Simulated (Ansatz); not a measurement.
**CNaO radical (SMILES O=[C][Na]): functionals against CCSD(T) at one geometry**

How do the functionals fare away from a minimum? The structure is a structure displaced at random from a GFN2-xTB minimum.

Method: single points in def2-TZVPP; program: Ansatz 0.2.0, Gaussian basis.

Cores are frozen in the correlated methods. The outer core shell of Li, Na, Mg and K is correlated. Orbitals are unrestricted.

### 1 Starting geometry

SMILES `O=[C][Na]`, 3 atoms, charge 0, spin multiplicity 2.

Atoms are counted from 1 here; the program's logs count them from 0.

Bond lengths: O1–C2 1.167 Å, C2–Na3 2.535 Å. Angles: O1–C2–Na3 107.5°.

As a file:

```csv
atom,x (Å),y (Å),z (Å)
O1,0.07170,-1.40890,-0.13330
C2,-0.66320,-0.54770,-0.41810
Na3,0.44150,1.64120,0.22460
```

### 2 CCSD(T)/def2-TZVPP

run/in.yaml reads:

```yaml
crystal:
  periodic: [false, false, false]
  atoms:
    - {symbol: O, position_ang: [0.071700, -1.408900, -0.133300]}
    - {symbol: C, position_ang: [-0.663200, -0.547700, -0.418100]}
    - {symbol: Na, position_ang: [0.441500, 1.641200, 0.224600]}
basis:
  gaussian: {orbitals: def2-TZVPP}
magnetization: {spin_polarized: true, initial_magnetization: 1}
correlation: {method: ccsd_t}
scf: {omitted_lower_state_checks: [cluster_reference]}
output: {forces: true}
```

The command line of these runs was not kept.

### 3 PBE0-D4/def2-TZVPP

Changes to run/in.yaml since step 2:

```diff
@@ -9,4 +9,3 @@
 magnetization: {spin_polarized: true, initial_magnetization: 1}
-correlation: {method: ccsd_t}
-scf: {omitted_lower_state_checks: [cluster_reference]}
-output: {forces: true}
+hamiltonian: {xc: pbe0, dispersion: d4}
+output: {forces: true, orbitals: {seedname: orbitals}}
```

### 4 wB97M-V/def2-TZVPP

Changes to run/in.yaml since step 3:

```diff
@@ -9,3 +9,3 @@
 magnetization: {spin_polarized: true, initial_magnetization: 1}
-hamiltonian: {xc: pbe0, dispersion: d4}
-output: {forces: true, orbitals: {seedname: orbitals}}
+hamiltonian: {xc: {name: wB97M-V}}
+output: {forces: true}
```

### 5 r2SCAN-D4/def2-TZVPP

Changes to run/in.yaml since step 4:

```diff
@@ -9,3 +9,3 @@
 magnetization: {spin_polarized: true, initial_magnetization: 1}
-hamiltonian: {xc: {name: wB97M-V}}
+hamiltonian: {xc: r2scan, dispersion: d4}
 output: {forces: true}
```

### 6 PBE-D4/def2-TZVPP

Changes to run/in.yaml since step 5:

```diff
@@ -9,3 +9,3 @@
 magnetization: {spin_polarized: true, initial_magnetization: 1}
-hamiltonian: {xc: r2scan, dispersion: d4}
+hamiltonian: {xc: pbe, dispersion: d4}
 output: {forces: true}
```

### 7 r2SCAN0-D4/def2-TZVPP

Changes to run/in.yaml since step 6:

```diff
@@ -9,3 +9,3 @@
 magnetization: {spin_polarized: true, initial_magnetization: 1}
-hamiltonian: {xc: pbe, dispersion: d4}
+hamiltonian: {xc: {name: r2SCAN0}, dispersion: d4}
 output: {forces: true}
```

### 8 LC-wPBE/def2-TZVPP

Changes to run/in.yaml since step 7:

```diff
@@ -9,3 +9,3 @@
 magnetization: {spin_polarized: true, initial_magnetization: 1}
-hamiltonian: {xc: {name: r2SCAN0}, dispersion: d4}
+hamiltonian: {xc: {name: LC-wPBE}}
 output: {forces: true}
```

(Steps that only read results are left out.)

**Question.** What will these runs give? Wanted: energy less free atoms, CCSD(T)/def2-TZVPP; RMS force component; RMS force error; HOMO and LUMO, PBE0-D4; T1 diagnostic.

The runs gave:

| quantity | value |
| --- | --- |
| energy less free atoms, CCSD(T)/def2-TZVPP | -244.6 kcal/mol |
| RMS force component | 0.448 to 1.861 eV/Å over the methods |
| RMS force error | PBE0-D4 0.170, wB97M-V 0.121, r2SCAN-D4 0.577, PBE-D4 1.003, r2SCAN0-D4 0.169, LC-wPBE 0.434 eV/Å |
| HOMO and LUMO, PBE0-D4 | -3.46 and -1.43 eV |
| T1 diagnostic | 0.023 |

Against CCSD(T) the functionals' energies less atoms differ by -26.5 to +3.5 kcal/mol, PBE-D4 by -26.5 kcal/mol. The reference is not at the basis limit: in triple zeta CCSD(T) underbinds, which counts against methods that bind more; the gaps are no ranking. For forces wB97M-V does best and PBE-D4 worst. Frozen-core CCSD(T) forces in triple zeta carry basis errors of their own, and this is one geometry, so small gaps rank nothing.
